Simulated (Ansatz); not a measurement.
One change: `FC1=C(F)N1` becomes `FCC1=C(F)N1`.

Ansatz, PBE0-D4/def2-TZVP geometries, multiplicity 1. Each molecule was computed in one conformer, which needn't be the lowest.

```csv
property,`FC1=C(F)N1`
LUMO energy (PBE/def2-TZVPP) / eV,-0.76
LUMO energy (ωB97M-V/def2-TZVPP) / eV,2.26
size of the dipole moment (PBE/def2-TZVPP) / D,1.36
HOMO–LUMO gap (ωB97M-V/def2-TZVPP) / eV,11.03
LUMO energy (B3LYP/def2-TZVPP) / eV,0.01
HOMO–LUMO gap (PBE/def2-TZVPP) / eV,4.29
```

Q: What does the change do to each property? (An estimate is asked.)

A: Ansatz gave: 
```
                                      property  `FCC1=C(F)N1`  shift
             LUMO energy (PBE/def2-TZVPP) / eV          -1.41  -0.65
         LUMO energy (ωB97M-V/def2-TZVPP) / eV           1.77  -0.49
size of the dipole moment (PBE/def2-TZVPP) / D           2.78   1.42
       HOMO–LUMO gap (ωB97M-V/def2-TZVPP) / eV          10.69  -0.34
           LUMO energy (B3LYP/def2-TZVPP) / eV          -0.67  -0.68
           HOMO–LUMO gap (PBE/def2-TZVPP) / eV           3.93  -0.36
```

With PBE0 the HOMO falls by 0.20 eV and the LUMO falls by 0.73 eV, so the gap narrows by about 0.53 eV. PBE moves the HOMO by -0.29 eV and ωB97M-V by -0.15 eV. Dipoles are sizes alone; their direction can turn.

B3LYP here is the variant with VWN-RPA as its local correlation; programs differ in this.
